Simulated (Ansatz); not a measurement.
Relaxation of BH5N (7 atoms, charge 0, multiplicity 2), to a largest force component of 0.03 eV/Å in at most 50 steps.

Theory: Ansatz, UKS PBE0-D4/def2-mTZVP.

```xyz
7
Properties=species:S:1:pos:R:3
B -0.067 -0.085 0.370
H 0.722 -0.806 2.481
H 0.999 0.180 -0.108
H -1.082 0.504 0.125
N 0.045 -0.152 2.031
H -0.871 -0.411 2.391
H 0.255 0.769 2.421
```

Where does it end, and by what steps?

The run converged. After 4 steps the energy has fallen by 0.079 eV; H2 moved furthest, 0.16 Å.

```json
{"step": "0", "energy less start (eV)": "0.0000", "largest force component (eV/Å)": "0.853", "accepted": "yes"}
{"step": "1", "energy less start (eV)": "-0.0581", "largest force component (eV/Å)": "0.509", "accepted": "yes"}
{"step": "2", "energy less start (eV)": "-0.0766", "largest force component (eV/Å)": "0.116", "accepted": "yes"}
{"step": "3", "energy less start (eV)": "-0.0783", "largest force component (eV/Å)": "0.043", "accepted": "yes"}
{"step": "4", "energy less start (eV)": "-0.0785", "largest force component (eV/Å)": "0.017", "accepted": "yes"}
```

```xyz
7
Properties=species:S:1:pos:R:3
B -0.077 -0.072 0.427
H 0.742 -0.768 2.326
H 1.006 0.106 -0.055
H -1.063 0.512 0.078
N 0.019 -0.118 2.031
H -0.858 -0.443 2.431
H 0.231 0.782 2.472
```

Time of the run: 11 s on 1 thread of Arm Neoverse V1, on a shared host, peak memory 0.12 GiB.
